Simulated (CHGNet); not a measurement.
## bcc W

The numbers are results of the machine-learned potential CHGNet 0.3.0 (trained on PBE and PBE+U data), not measurements.

Cell (relaxed at this level):

Space group Im-3m (No. 229); a = 3.1855 Å, b = 3.1855 Å, c = 3.1855 Å, α = 90.00°, β = 90.00°, γ = 90.00°

```csv
atom,site,symmetry,x,y,z
W,2a,m-3m,0.0000,0.0000,0.0000
```
(The calculation used a cell of 1 atom; values per cell refer to that cell.)

```
Quantity                   Result
------------------------  -------
vacancy formation energy  1.82 eV
```

Measured, for comparison: vacancy formation energy 3.6 ± 0.2 eV (no zero-point or thermal correction, monovacancy, our sources range from 3.60 to 4.60; as tabulated in J. N. Mundy, S. T. Ockers, L. C. Smedskjaer, Vacancy migration enthalpy in …). Computed (rounded) less measured: vacancy formation energy not scored (sources differ).

A machine-learned potential is trained on density-functional data: it inherits that level's misses and adds fitting errors of its own.
